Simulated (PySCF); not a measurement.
Species: C6H8.
SMILES: `C#CC=C(C)C`

Computed geometry: GFN2-xTB, gas phase.

Take the most abundant isotopes and a rigid rotor. 

Q: What are A, B and C (MHz)?

A: Ia = 59.45, Ib = 233.82, Ic = 287.03 u·Å²; 505379 MHz·u·Å²/I gives A = 8501, B = 2161, C = 1761 MHz.

Q: Classify the top.

A: An asymmetric top: κ = (2 × 2161 − 8501 − 1761)/(8501 − 1761) = -0.88.

Q: What does the inertial defect say?

A: Not planar: Δ = Ic − Ia − Ib = -6.24 u·Å². For a rigid frame Δ = −2 Σ m c², so Σ m c² = 3.12 u·Å² lies off the ab plane, practically all of it from hydrogen. The atom farthest from that plane is 0.88 Å away.

Q: Give the other two planar moments, Paa and Pbb, and the rms extents of the mass along the axes.

A: Paa = Σ m a² = (Ib + Ic − Ia)/2 = 230.70 and Pbb = Σ m b² = (Ia + Ic − Ib)/2 = 56.33 u·Å². With the mass M = 80.06 u, the rms extents √(P/M) along a, b and c are 1.70, 0.84, 0.20 Å.

Q: List the rotational levels J(Ka,Kc) to J = 4 (cm⁻¹).

A: Above 0(0,0):
J = 1: 1(0,1) 0.1308, 1(1,1) 0.3423, 1(1,0) 0.3557
J = 2: 2(0,2) 0.3919, 2(1,2) 0.5906, 2(1,1) 0.6307, 2(2,1) 1.2651, 2(2,0) 1.2658
J = 3: 3(0,3) 0.7819, 3(1,3) 0.9627, 3(1,2) 1.0428, 3(2,2) 1.6576, 3(2,1) 1.6607, 3(3,1) 2.7488, 3(3,0) 2.7488
J = 4: 4(0,4) 1.2992, 4(1,4) 1.4581, 4(1,3) 1.5916, 4(2,3) 2.1805, 4(2,2) 2.1896, 4(3,2) 3.2733, 4(3,1) 3.2734, 4(4,1) 4.7994, 4(4,0) 4.7994
Those of J = 1 are B + C, A + C and A + B.

No GFN2-xTB frequencies stand behind this structure, so it isn't proved a minimum. Constants of a rigid frame at the computed geometry: no zero-point averaging, no centrifugal distortion.
